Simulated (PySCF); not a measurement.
Species: HCCl (singlet state).
Atom-mapped SMILES: `[CH:1][Cl:2]` (hydrogens: H3 on C1)

Structure used (GFN2-xTB), in Å, numbered top down from 1:
```
atom  x, y, z in Å
C1    -0.255    0.490   -0.003
Cl2    1.255   -0.148   -0.011
H3    -0.988   -0.344    0.001
```

Computed, not measured: PBE0/def2-SVPD in PySCF (dipole) on a GFN2-xTB geometry, gas phase.

Masses are those of the commonest isotopes; rigid-rotor values at the optimised geometry. 

Problem. What are A, B and C (cm⁻¹)?

Solution. Ia = 0.99, Ib = 26.54, Ic = 27.53 u·Å²; 505379 MHz·u·Å²/I gives 510290, 19044 and 18359 MHz, that is A = 17.02145, B = 0.63523, C = 0.61238 cm⁻¹.

Problem. Classify the top.

Solution. A near-prolate asymmetric top. Ray's parameter κ = (2B − A − C)/(A − C) = -0.997; −1 is the prolate and +1 the oblate limit.

Problem. List the rotational levels J(Ka,Kc) to J = 4 (MHz).

Solution. Above 0(0,0):
J = 1: 1(0,1) 37402, 1(1,1) 528649, 1(1,0) 529334
J = 2: 2(0,2) 112206, 2(1,2) 602768, 2(1,1) 604824, 2(2,1) 2078563, 2(2,0) 2078564
J = 3: 3(0,3) 224411, 3(1,3) 713947, 3(1,2) 718058, 3(2,2) 2190770, 3(2,1) 2190774, 3(3,1) 4648716, 3(3,0) 4648716
J = 4: 4(0,4) 374013, 4(1,4) 862185, 4(1,3) 869036, 4(2,3) 2340379, 4(2,2) 2340390, 4(3,2) 4798327, 4(3,1) 4798327, 4(4,1) 8239449, 4(4,0) 8239449
The levels of one J sum to (2J + 1)J(J + 1)(A + B + C)/3.

Problem. Predict some low-J microwave lines.

Solution. The dipole components are |μa| = 0.75 D, |μb| = 1.52 D, |μc| = 0.00 D; the mirror of this Cs structure is the ab plane, so μc vanishes by symmetry and there are no c-type lines. Intensities carry the squares of the components, which stand as 0.24 : 1.00 (a : b). Some lines, for components of 0.1 D or more:

```json
{"type": "a", "branch": "Q", "J(Ka,Kc)": "3(1,2) ← 3(1,3)", "MHz": "4111", "lower level (cm⁻¹)": "23.815"}
{"type": "a", "branch": "Q", "J(Ka,Kc)": "4(1,3) ← 4(1,4)", "MHz": "6851", "lower level (cm⁻¹)": "28.759"}
{"type": "a", "branch": "Q", "J(Ka,Kc)": "5(1,4) ← 5(1,5)", "MHz": "10277", "lower level (cm⁻¹)": "34.940"}
{"type": "a", "branch": "R", "J(Ka,Kc)": "3(1,3) ← 2(1,2)", "MHz": "111179", "lower level (cm⁻¹)": "20.106"}
{"type": "a", "branch": "R", "J(Ka,Kc)": "3(0,3) ← 2(0,2)", "MHz": "112204", "lower level (cm⁻¹)": "3.743"}
{"type": "a", "branch": "R", "J(Ka,Kc)": "4(1,4) ← 3(1,3)", "MHz": "148238", "lower level (cm⁻¹)": "23.815"}
{"type": "a", "branch": "R", "J(Ka,Kc)": "4(3,2) ← 3(3,1)", "MHz": "149611", "lower level (cm⁻¹)": "155.064"}
{"type": "a", "branch": "R", "J(Ka,Kc)": "4(2,2) ← 3(2,1)", "MHz": "149616", "lower level (cm⁻¹)": "73.076"}
{"type": "a", "branch": "R", "J(Ka,Kc)": "4(1,3) ← 3(1,2)", "MHz": "150978", "lower level (cm⁻¹)": "23.952"}
{"type": "b", "branch": "Q", "J(Ka,Kc)": "2(1,1) ← 2(0,2)", "MHz": "492618", "lower level (cm⁻¹)": "3.743"}
{"type": "b", "branch": "Q", "J(Ka,Kc)": "3(1,2) ← 3(0,3)", "MHz": "493648", "lower level (cm⁻¹)": "7.486"}
{"type": "b", "branch": "Q", "J(Ka,Kc)": "4(2,2) ← 4(1,3)", "MHz": "1471354", "lower level (cm⁻¹)": "28.988"}
{"type": "b", "branch": "Q", "J(Ka,Kc)": "3(2,2) ← 3(1,3)", "MHz": "1476823", "lower level (cm⁻¹)": "23.815"}
{"type": "b", "branch": "R", "J(Ka,Kc)": "4(2,3) ← 3(1,2)", "MHz": "1622321", "lower level (cm⁻¹)": "23.952"}
{"type": "b", "branch": "R", "J(Ka,Kc)": "4(2,2) ← 3(1,3)", "MHz": "1626443", "lower level (cm⁻¹)": "23.815"}
{"type": "b", "branch": "Q", "J(Ka,Kc)": "3(3,0) ← 3(2,1)", "MHz": "2457942", "lower level (cm⁻¹)": "73.076"}
{"type": "b", "branch": "R", "J(Ka,Kc)": "4(3,2) ← 3(2,1)", "MHz": "2607553", "lower level (cm⁻¹)": "73.076"}
{"type": "b", "branch": "R", "J(Ka,Kc)": "4(3,1) ← 3(2,2)", "MHz": "2607557", "lower level (cm⁻¹)": "73.076"}
{"type": "b", "branch": "R", "J(Ka,Kc)": "5(3,2) ← 4(2,3)", "MHz": "2644962", "lower level (cm⁻¹)": "78.067"}
{"type": "b", "branch": "Q", "J(Ka,Kc)": "5(4,1) ← 5(3,2)", "MHz": "3441121", "lower level (cm⁻¹)": "166.293"}
{"type": "b", "branch": "R", "J(Ka,Kc)": "4(4,1) ← 3(3,0)", "MHz": "3590733", "lower level (cm⁻¹)": "155.064"}
{"type": "b", "branch": "Q", "J(Ka,Kc)": "5(5,1) ← 5(4,2)", "MHz": "4424300", "lower level (cm⁻¹)": "281.077"}
{"type": "b", "branch": "R", "J(Ka,Kc)": "5(5,0) ← 4(4,1)", "MHz": "4611314", "lower level (cm⁻¹)": "274.838"}
```

Problem. Estimate the classical rotational partition function at 200 K.

Solution. Point group Cs, symmetry number σ = 1; q = (√π/σ)·√((kT/h)³/(ABC)), k/h = 20836.6 MHz/K: 1130 at 200 K.

No GFN2-xTB frequencies stand behind this structure, so it isn't proved a minimum. Zero-point vibration and centrifugal distortion are left out. Quadrupole hyperfine structure (35Cl) is left out.
